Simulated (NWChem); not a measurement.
System: N$_{2}$ cation, doublet

The following NWChem deck was run.

```
start job
memory heap 200 mb stack 900 mb global 1100 mb
charge 1
geometry units angstroms noautosym nocenter noautoz
  N      0.000000     0.000000    -0.558486
  N      0.000000     0.000000     0.558486
end
basis spherical
  N library aug-cc-pvdz
end
dft
  odft
  mult 2
  xc b3lyp
  iterations 150
end
tddft
  cis
  nroots 6
end
task tddft energy
```

NWChem printed, in part:

```
             Northwest Computational Chemistry Package (NWChem) 7.3.0
             --------------------------------------------------------

                             Geometry "geometry" -> ""
                             -------------------------

 Output coordinates in angstroms (scale by  1.889725989 to convert to a.u.)

  No.       Tag          Charge          X              Y              Z
 ---- ---------------- ---------- -------------- -------------- --------------
    1 N                    7.0000     0.00000000     0.00000000    -0.55848600
    2 N                    7.0000     0.00000000     0.00000000     0.55848600

 Effective nuclear repulsion energy (a.u.)      23.2142660702

                                 NWChem DFT Module
                                 -----------------

 Summary of "ao basis" -> "ao basis" (spherical)
 ------------------------------------------------------------------------------
       Tag                 Description            Shells   Functions and Types
 ---------------- ------------------------------  ------  ---------------------
 N                        aug-cc-pvdz                9       23   4s3p2d

            General Information
            -------------------
          SCF calculation type: DFT
          Wavefunction type:  spin polarized.
          No. of atoms     :     2
          No. of electrons :    13
           Alpha electrons :     7
            Beta electrons :     6
          Charge           :     1
          Spin multiplicity:     2
          Use of symmetry is: off; symmetry adaption is: off
          Maximum number of iterations: 150
          AO basis - number of functions:    46
                     number of shells:    18
          Convergence on energy requested:  1.00D-06
          Convergence on density requested:  1.00D-05
          Convergence on gradient requested:  5.00D-04

              XC Information
              --------------
                         B3LYP Method XC Potential
                     Hartree-Fock (Exact) Exchange  0.200
                        Slater Exchange Functional  0.800 local
                    Becke 1988 Exchange Functional  0.720 non-local
              Lee-Yang-Parr Correlation Functional  0.810
                  VWN I RPA Correlation Functional  0.190 local

             Grid Information
             ----------------
          Grid used for XC integration:  medium
          Radial quadrature: Mura-Knowles
          Angular quadrature: Lebedev.
          Tag              B.-S. Rad. Rad. Pts. Rad. Cut. Ang. Pts.
          ---              ---------- --------- --------- ---------
          N                   0.65       49           8.0       434
          Grid pruning is: on
          Number of quadrature shells:    98
          Spatial weights used:  Erf1

      Superposition of Atomic Density Guess
      -------------------------------------

 Sum of atomic energies:        -108.60542303

 Renormalizing density from      14.00 to     13

      Non-variational initial energy
      ------------------------------

 Total energy =    -103.631212
 1-e energy   =    -179.255330
 2-e energy   =      52.409852
 HOMO         =      -0.962357
 LUMO         =      -0.520949

   convergence    iter        energy       DeltaE   RMS-Dens  Diis-err
 ---------------- ----- ----------------- --------- --------- ---------
 d= 0,ls=0.0,diis     1   -108.9494945601 -1.32D+02  9.02D-03  5.85D-02
                                                     7.52D-03  4.81D-02
 d= 0,ls=0.0,diis     2   -108.9612539215 -1.18D-02  5.17D-04  7.55D-04
                                                     5.51D-04  1.35D-03
 d= 0,ls=0.0,diis     3   -108.9617507285 -4.97D-04  1.84D-04  2.44D-04
                                                     2.21D-04  1.61D-04
 d= 0,ls=0.0,diis     4   -108.9618365829 -8.59D-05  3.79D-05  2.16D-06
                                                     2.73D-05  8.86D-07
 d= 0,ls=0.0,diis     5   -108.9618376538 -1.07D-06  4.41D-06  7.26D-08
                                                     8.51D-06  1.24D-07
 d= 0,ls=0.0,diis     6   -108.9618377055 -5.17D-08  5.51D-07  1.46D-10
                                                     6.62D-07  1.35D-10

[...]

                                NWChem TDDFT Module
                                -------------------

            General Information
            -------------------
           No. of orbitals :      92
            Alpha orbitals :      46
             Beta orbitals :      46
        Alpha frozen cores :       0
         Beta frozen cores :       0
     Alpha frozen virtuals :       0
      Beta frozen virtuals :       0
         Spin multiplicity :       2
    Number of AO functions :      46
        Use of symmetry is : off
      Symmetry adaption is : off
         Schwarz screening :  0.10D-07

              XC Information
              --------------
                  B3LYP Method XC Potential
              Hartree-Fock (Exact) Exchange   0.20
                 Slater Exchange Functional   0.80 local
             Becke 1988 Exchange Functional   0.72 non-local
       Lee-Yang-Parr Correlation Functional   0.81
           VWN I RPA Correlation Functional   0.19 local

             TDDFT Information
             -----------------
          Calculation type : Tamm-Dancoff TDDFT
         Wavefunction type : Unrestricted
          No. of electrons :      13
           Alpha electrons :       7
            Beta electrons :       6
              No. of roots :       6
          Max subspacesize :    5200
            Max iterations :     100
               Target root :       1
           Target symmetry : none
      Symmetry restriction : off
                 Algorithm : Optimal
        Davidson threshold :  0.10D-03

    6 smallest eigenvalue differences (eV)
--------------------------------------------------------
  No. Spin  Occ  Vir  Irrep   E(Occ)    E(Vir)   E(Diff)
--------------------------------------------------------
    1    2    6    7 a        -0.869    -0.726     3.898
    2    2    5    7 a        -0.869    -0.726     3.898
    3    2    4    7 a        -0.929    -0.726     5.528
    4    1    7    8 a        -0.883    -0.455    11.638
    5    1    7    9 a        -0.883    -0.455    11.638
    6    1    6    8 a        -0.883    -0.455    11.638
--------------------------------------------------------

  Entering Davidson iterations
  Unrestricted

  Iter   NTrls   NConv    DeltaV     DeltaE      Time
  ----  ------  ------  ---------  ---------  ---------
    1      6       0     0.45E+00   0.10+100        1.6
    2     12       0     0.93E-01   0.19E+00        1.8
    3     18       0     0.12E+00   0.32E-01        1.7
    4     24       1     0.77E-02   0.94E-02        1.7
    5     29       4     0.21E-03   0.29E-04        1.7
    6     31       6     0.36E-04   0.21E-07        0.9
  ----  ------  ------  ---------  ---------  ---------
  Convergence criterion met

  Ground state a        -108.961837705529 a.u.
  <S2> =   0.7538

  ----------------------------------------------------------------------------
  Root   1         a              0.039247647 a.u.                1.0680 eV
  <S2> =   0.7611
  ----------------------------------------------------------------------------
     Transition Moments    X -0.18603   Y  0.20320   Z -0.00000
     Dipole Oscillator Strength                    0.0019858620
     Electric Quadrupole                           0.0000000000
     Magnetic Dipole                               0.0000000000
     Total Oscillator Strength                     0.0019858620

     Occ.    4 alpha a   ---  Virt.    8 alpha a       -0.07083
     Occ.    6 beta  a   ---  Virt.    7 beta  a       -0.99675
  ----------------------------------------------------------------------------
  Root   2         a              0.039247647 a.u.                1.0680 eV
  <S2> =   0.7611
  ----------------------------------------------------------------------------
     Transition Moments    X -0.20320   Y -0.18603   Z -0.00000
     Dipole Oscillator Strength                    0.0019858620
     Electric Quadrupole                           0.0000000000
     Magnetic Dipole                               0.0000000000
     Total Oscillator Strength                     0.0019858620

     Occ.    4 alpha a   ---  Virt.    9 alpha a       -0.07083
     Occ.    5 beta  a   ---  Virt.    7 beta  a       -0.99675
  ----------------------------------------------------------------------------
  Root   3         a              0.136405829 a.u.                3.7118 eV
  <S2> =   0.8152
  ----------------------------------------------------------------------------
     Transition Moments    X  0.00000   Y -0.00000   Z -0.70805
     Dipole Oscillator Strength                    0.0455900049
     Electric Quadrupole                           0.0000000000
     Magnetic Dipole                               0.0000000000
     Total Oscillator Strength                     0.0455900049

     Occ.    5 alpha a   ---  Virt.   18 alpha a        0.05116
     Occ.    6 alpha a   ---  Virt.    9 alpha a        0.24633
     Occ.    7 alpha a   ---  Virt.    8 alpha a        0.24633
     Occ.    4 beta  a   ---  Virt.    7 beta  a        0.92912
     Occ.    5 beta  a   ---  Virt.    9 beta  a        0.06802
     Occ.    6 beta  a   ---  Virt.    8 beta  a        0.06802
  ----------------------------------------------------------------------------
  Root   4         a              0.260346092 a.u.                7.0844 eV
  <S2> =   2.6893
  ----------------------------------------------------------------------------
     Transition Moments    X -0.00000   Y  0.00000   Z  0.11149
     Dipole Oscillator Strength                    0.0021574049
     Electric Quadrupole                           0.0000000000
     Magnetic Dipole                               0.0000000000
     Total Oscillator Strength                     0.0021574049

[...]
```

Level: B3LYP/aug-cc-pVDZ, spin-unrestricted, TDA. Coordinates come from a B3LYP/6-31G* (spherical d), spin-unrestricted optimisation. No stability test was run on the SCF state.
